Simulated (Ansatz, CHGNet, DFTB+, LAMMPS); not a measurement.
# How well does each level of theory give the c axis length of hcp Hf?

Reference value: 5.051 Å (measured, 293 K, no zero-point or thermal correction; as tabulated in Wikipedia's data pages).

| level (code) | value (Å) | difference (%) |
|---|---|---|
| Lennard-Jones uff-vdw (LAMMPS) | 4.984 | -1.33 |
| GFN1-xTB as cut by DFTB+ | 5.112 | +1.21 |
| CHGNet-r²SCAN | 5.175 | +2.45 |
| LDA (Ansatz) | 4.945 | -2.10 |
| PBE (Ansatz) | 5.068 | +0.34 |
| PBEsol (Ansatz) | 5.001 | -0.99 |
| PBE-D3(BJ) (Ansatz) | 5.023 | -0.55 |
| PBE-D4 (Ansatz) | 5.050 | -0.02 |
| r²SCAN+rVV10 (Ansatz) | 5.025 | -0.51 |
| HSE06 (Ansatz) | 5.071 | +0.40 |
| PBE0 (Ansatz) | 5.083 | +0.63 |
| Hartree–Fock (Ansatz) | 5.223 | +3.41 |

Leaving aside Lennard-Jones uff-vdw (doubt noted below), GFN1-xTB as cut by DFTB+ (doubt noted below): The reference is not for a static lattice or low temperature, so close values are not ranked against it. Off by more than 1.75 %, or 2.45 % on the side where a correction would as a rule narrow the miss (bounds picked here): Hartree–Fock (+3.41 %), CHGNet-r²SCAN (+2.45 %).

The reference isn't brought to a static lattice, while the calculations are for one, so the differences are not the levels' errors alone.  Density-functional levels without +SOC have no spin–orbit coupling. Lennard-Jones uff-vdw: this is a force field's van der Waals term alone, without bonds or charges. GFN1-xTB as cut by DFTB+: the cell has another shape than the first-principles one, perhaps another minimum in the same group. GFN1-xTB as cut by DFTB+: the cell moved over 20 % in volume from its start. GFN1-xTB as cut by DFTB+: the method was fitted mainly to molecules. GFN1-xTB as cut by DFTB+: codes differ in how they cut the long-range tail of xTB's charge interaction in a crystal, so the value belongs to this code. Cutoffs and k meshes differ between the levels. Ansatz's density-functional and Hartree–Fock values are scalar-relativistic unless marked +SOC, with PAW data made under PBE.

Machine-learned potentials (CHGNet-r²SCAN) are trained on DFT data: a solid inside that data is no test of them.

Differences are worked out from the printed values.

Ansatz is an electronic-structure program.
